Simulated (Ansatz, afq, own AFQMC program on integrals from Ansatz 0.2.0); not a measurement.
**H$_{3}$, doublet: AFQMC among the cluster methods**

```yaml
atoms:
  - { symbol: H, position_ang: [0.0000, 0.0000, -0.9523] }
  - { symbol: H, position_ang: [0.0000, 0.0000, 0.0187] }
  - { symbol: H, position_ang: [0.0000, 0.0000, 0.9337] }
```

Basis cc-pVTZ. Noble-gas cores (and the filled d shells of Ga–Kr and In–Xe) are frozen. Integrals, coupled cluster, full CI and functionals: Ansatz 0.2.0; the random walks run on the same integrals in our own AFQMC program. The CISD trial takes its coefficients from CCSD amplitudes. Released means that phaseless walkers are propagated on without the constraint, phases kept. Error bars are statistical, one sigma.

Determinant: UHF, the one that the program's search chose, which needn't be the lowest solution. The geometry is a point of a scan.

Full CI on the same integrals is exact in this basis and with this determinant's frozen core.

```
T1 diagnostic                               : 0.0217
weight of the determinant in the CISD state : 0.967
⟨S²⟩ of the determinant                     : 0.788
size of the correlated space                : 3 electrons in 42 orbitals
```

Reference: full CI, correlation energy -1.398 eV. The released energy is read at 2.40 1/Eh (meV from the phaseless value at times in 1/Eh: -0.10 ± 0.12 at 0.24, -0.48 ± 0.10 at 0.51, -0.57 ± 0.12 at 0.99, -0.95 ± 0.17 at 1.62, -0.66 ± 0.14 at 2.40).

```tsv
level	E − E(reference) (meV)	share of correlation (%)
HF	1398.2	0.00
MP2	357.1	74.46
CCSD	15.4	98.90
CCSD(T)	3.2	99.77
ph-AFQMC/CISD	0.7 ± 0.2	99.95
released AFQMC	0.1 ± 0.1	99.99
```

A walk keeps the symmetry of its determinant, which the program's search chose and which needn't be the lowest solution, so a lower state of the same spin and another symmetry isn't excluded. Released energies are given only where the last usable release times agree within the noise; a slower fall can still hide under it.
